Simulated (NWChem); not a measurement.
**Correlation energy of Al**

```
Al
```
Charge 0, spin multiplicity 2.

The numbers come from NWChem runs, not from measurements.

Basis set: cc-pVTZ. Each correlation energy counts from its own Hartree-Fock reference.

The correlated methods keep 5 core orbitals frozen. The stability of the SCF solutions was not checked. Open-shell Hartree-Fock references start from PBE0 orbitals. Coupled-cluster values serve here as a point of comparison, not as the truth.

Problem. One of these methods gave a correlation energy of -35.9 mHa. Which?
A. SCS-UMP2
B. CCSD on ROHF
C. URI-MP2
D. CCSD on UHF

Solution. C, URI-MP2. The others give -51.0 (CCSD on UHF), -40.8 (SCS-UMP2), -54.7 (CCSD on ROHF).
